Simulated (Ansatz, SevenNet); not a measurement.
**B20 (FeSi-type) FeSi, elastic constant C12**

Reference value: 113 GPa (measured, temperature not stated, no zero-point or thermal correction; as tabulated in S\"ule et al. (2014), arXiv:1401.1310).

| level (code) | value (GPa) | cell (Å³/atom) |
|---|---|---|
| SevenNet-l3i5 | 156 | 11.01 |
| LDA (Ansatz) | (withheld) | 10.42 |
| PBE (Ansatz) | 135 | 11.00 |
| PBEsol (Ansatz) | 148 | 10.67 |
| HSE06 (Ansatz) | 146 | 10.51 |

Q: Complete the blanks.

A: 
- LDA (Ansatz, a quantum-chemistry and plane-wave program), value (GPa): 158

Differences against the reference: SevenNet-l3i5 +38 %, LDA +40 %, PBE +19.5 %, PBEsol +31 %, HSE06 +29 %.

Closest of the ranked levels: PBE (+19.5 %). Among them LDA (+40 %) misses by most. All 5 levels lie above the reference.

The measured value isn't corrected to a static lattice, so vibrations enter the comparison. The crystal itself was run without spin with LDA, PBE, PBEsol, HSE06; a magnetic state was not tried in these runs. Each level is taken at its own relaxed cell. K meshes differ between the levels. Ansatz's density-functional and Hartree–Fock values are scalar-relativistic unless marked +SOC, with PAW data made under PBE.

Machine-learned potentials (SevenNet-l3i5) are trained on DFT data: a solid inside that data is no test of them.

Differences are worked out from the printed values.
